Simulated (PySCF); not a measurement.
**Converging PS in the basis (CCSD(T))**

PySCF, ROHF reference; doublet, unpaired electrons π ↑; De to P + S without counterpoise correction. Frozen cores follow the default of each basis and core potential.

```tsv
basis	relativity	functions	Re (Å)	ωe (cm⁻¹)	De (eV)	frozen orbitals
def2-SVP	no relativity	36	1.927	729	3.54	10
cc-pV(D+d)Z	no relativity	46	1.929	721	3.57	10
def2-TZVPP	no relativity	84	1.912	734	4.10	10
```

How does each smaller set differ from the one with most functions, def2-TZVPP?

def2-SVP: +1.5 pm, -0.7 % in ωe, -0.56 eV in De; cc-pV(D+d)Z: +1.7 pm, -1.8 % in ωe, -0.53 eV in De. All at CCSD(T); the set with most functions is neither the basis-set limit nor always the best.

Correlated steps freeze 10 core orbitals. Correlated levels converge slowly with the basis: in double zeta they bind strong bonds too weakly, by up to about 1 eV, and carry superposition errors of some tenths. The state was picked by a PBE0 search and need not be the measured ground state.
